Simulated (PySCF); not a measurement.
## Identify the compound

The spectra below were simulated for a compound C6H12.

1H NMR (600 MHz, computed): δ 6.25 (m, 1H), 5.21 (m, 1H), 5.21 (m, 1H), 1.06 (s, 9H).

13C{1H} NMR (computed): δ 158.9 (CH), 114.9 (CH2), 36.6 (C), 30.5 (CH3, 3C).

PySCF 2.14.0 with density-fitted response routines calculation with σ from GIAO-PBE0/pcSseg-1 and structure optimised with GFN2-xTB; no relativistic terms, averaged over atoms made equivalent by symmetry, fast rotation or ring inversion, a single conformation, in vacuum.

Scale: TMS for 1H and 13C (reference shieldings calculated alike).

Choose the structure that fits.
A. CC(C)=C(C)C
B. C=C(CC)CC
C. C=CC(C)(C)C
D. C1CCCCC1
E. CCC=C(C)C

## Answers

C. 

- The formula gives 1 degree of unsaturation (no ring in the answer).
- 4 carbon signals for 6 carbons: some carbons are equivalent by symmetry or fast rotation.
- Carbon types of the structure: 1 × C, 1 × CH, 1 × CH2, 3 × CH3, which accounts for all hydrogens.
- δC 158.9: alkene CH; as expected for a trigonal carbon in a double bond.
- δC 114.9: terminal =CH2 carbon; an sp2 carbon of a C=C bond.
- δC 36.6: allylic quaternary sp3 carbon; a saturated carbon with 4 carbon neighbours and no heteroatom attached.
- δC 30.5: methyl carbon; aliphatic region, no heteroatom directly attached.
- δH 5.21, 5.21: hydrogen on a terminal =CH2 carbon; a vinylic proton, deshielded by the sp2 carbon and the C=C anisotropy.

The others: C=C(CC)CC would give 3 signals for carbon-bound and other non-exchanging H, not 4; CC(C)=C(C)C would give 2 carbon signals, not 4; CCC=C(C)C would give 6 carbon signals, not 4; C1CCCCC1 would give 1 carbon signal, not 4.

Shifts are as computed. Against solution values, carbons near 30 ppm lie about +3 ppm off and those near 130 ppm about +5 ppm. Of 1211 compounds with measured shifts, 218 miss one by over three times the rms of a fit or turn the order of signals round; such compounds aren't used in these exercises. Multiplicities follow the n + 1 count of equivalent neighbours, as no J values were calculated; m marks all less simple cases, F and P coupling included.
